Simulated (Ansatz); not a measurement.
## Γ–Γ gap of some cubic solids

Method: r²SCAN+SOC (Ansatz, an electronic-structure program; the runs differ in potentials, basis or settings). References are measured values at low temperature. The table is a random draw of 6 from 7 solids with such references.

Values in eV.

| solid | reference | r²SCAN+SOC | error (eV) |
|---|---|---|---|
| zinc-blende GaSb | 0.81 | 0.33 | -0.48 |
| zinc-blende GaAs | 1.52 | 0.91 | -0.61 |
| zinc-blende InP | 1.42 | 1.11 | -0.31 |
| zinc-blende InAs | 0.42 | 0.11 | -0.31 |
| zinc-blende GaP | 2.89 | 2.34 | -0.55 |
| rock-salt CaO | 7.09 | 5.41 | -1.68 |

Over these 6 solids the mean error is -0.66 eV, the mean absolute error 0.66 eV (median 0.52 eV), and the worst case rock-salt CaO at -1.68 eV; the value is below the reference in 6 of 6 cases. Over all 7, from unrounded values, the mean error is -0.59 eV and the mean absolute error 0.59 eV (median 0.48 eV).

All these references are low-temperature values that still hold zero-point motion.

Differences are worked out from the printed values.

Density-functional gaps are differences of (generalised) Kohn–Sham levels of a static lattice; semilocal ones lie below quasiparticle gaps as a rule. Measured gaps hold zero-point and thermal shifts unless a correction is named.

Cells: r²SCAN+SOC at the measured cell. Caveats: for solids of elements lighter than gallium the value without spin–orbit coupling stands in (rock-salt CaO). Ansatz's density-functional and Hartree–Fock values are scalar-relativistic unless marked +SOC, with PAW data made under PBE.

Not in this set, of the solids of all kinds but layered and molecular ones with a reference value in our tables and a result at some level: 6 for a reference of another kind, counted apart; 3 for no value at r²SCAN+SOC (not run, a failed fit, a closed gap, an unstable or unbound cell, or a value held back for tests). These can be a level's best or worst cases. At least 3 more with a reference value are held back for tests. Solids without a released value at any level aren't counted. The metals Ce to Yb are counted apart.

References as tabulated in Vurgaftman et al. (2001), doi:10.1063/1.1368156; Chen et al. (2018), doi:10.1103/physrevmaterials.2.073803.
